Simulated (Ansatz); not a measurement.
C3H4Cl2 (`C/C(Cl)=C\Cl`), charge 0, multiplicity 1.

Problem. Give a relaxed structure at PBE0-D4/def2-TZVP (the Gaussian-basis code of Ansatz). (An estimate is asked.)

Solution. Ansatz gave: 
Cartesian coordinates in Å:
```
C 0.841 -0.303 0.738
C -0.394 -0.304 -0.080
Cl -1.389 -1.713 0.102
C -0.821 0.631 -0.919
Cl 0.039 2.087 -1.219
H 1.411 0.610 0.571
H 0.593 -0.381 1.799
H 1.464 -1.165 0.483
H -1.743 0.538 -1.475
```
Point group Cs.
This is one stationary point; other conformers may exist.
